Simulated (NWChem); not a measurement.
## Total energies of Na (+1)

```xyz
1

Na     0.0000     0.0000     0.0000
```
Charge +1, spin multiplicity 1.

All runs are NWChem calculations.

Basis set: def2-TZVP (32 functions).

```csv
method,total energy (Ha)
RHF,-161.67025
MP2,-161.82924
B2PLYP,-162.01488
PBE,-161.96412
B3LYP,-162.09254
TPSS,-162.09769
CCSD(T),-161.83606
```

Total energies of different functionals aren't comparable as a measure of quality: only differences taken within one method are. 

The correlated methods keep 1 core orbital frozen. B3LYP has NWChem's definition, with VWN1-RPA local correlation. No row is a measurement; the coupled-cluster row has its own basis-set and correlation limits.
